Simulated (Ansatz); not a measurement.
Isomers

Structures of SiH3SO, doublet, relaxed at PBE0-D4/def2-TZVP (vibrations not checked; lower isomers may exist, and structures with a doubtful reference or unclear bonds are left out). Program: Ansatz 0.2.0. Basis: def2-TZVPP. Cores are frozen in the correlated methods; orbitals are unrestricted. B3LYP uses VWN-RPA correlation.

Q: Rank them by CCSD(T) energy, lowest first, and give each one's height above the lowest. Links in brackets join atoms within 1.22 times the sum of their covalent radii (1.1 for two metals). (To be estimated.)
A.
SiH₃SO ([OH][SiH2][S])
```
6
angstrom
Si -0.2134 0.0904 -0.6160
O -0.0848 -1.4480 -0.0648
S 1.5646 1.2329 -0.5648
H -0.7101 -0.0426 -2.0028
H -1.1267 0.9207 0.2202
H 0.3499 -1.5862 0.7786
```
B.
SiH₃SO ([OH][SiH][SH])
```
6
angstrom
O -1.2878 -0.5645 -0.6287
Si 0.2370 0.0597 -0.6708
S 0.9597 0.8252 1.1939
H -1.4907 -1.1989 0.0616
H 0.1359 1.2274 -1.5849
H 1.4459 -0.3489 1.6288
```
C.
SiH₃SO ([SiH3][O][S])
```
6
angstrom
Si -0.2321 0.3812 -0.2525
O 0.8922 -0.8722 -0.1192
S 0.9158 -1.6675 1.2969
H -1.5972 -0.1665 -0.0817
H -0.0346 0.9174 -1.6187
H 0.0559 1.4076 0.7752
```

A: Computed: A (0.00 kcal/mol), B (3.80 kcal/mol), C (39.24 kcal/mol). Heights count from the lowest.

Q: Do PBE-D4, r2SCAN-D4, PBE0-D4, B3LYP-D4, wB97M-V, HF, MP2 give the same order? (A judgement: the text doesn't fix the answer.)

A: Computed: Lowest first: PBE-D4 B < A < C. The others agree with CCSD(T).

The T1 diagnostic stays at or below 0.020. ⟨S²⟩ of the unrestricted Hartree–Fock references: 0.76 to 0.77 (a pure state has 0.75).

For scale, one of the runs: CCSD(T)/def2-TZVPP, 157 basis functions, launched by `ansatz run in.yaml --threads 2 --pin off --events-out ev --progress --plain --max-ram 4352MiB`. Time: 96 s of wall clock on 2 CPU threads of an Intel Xeon Platinum 8259CL; the host was shared. Peak host memory: 2.5 GiB.
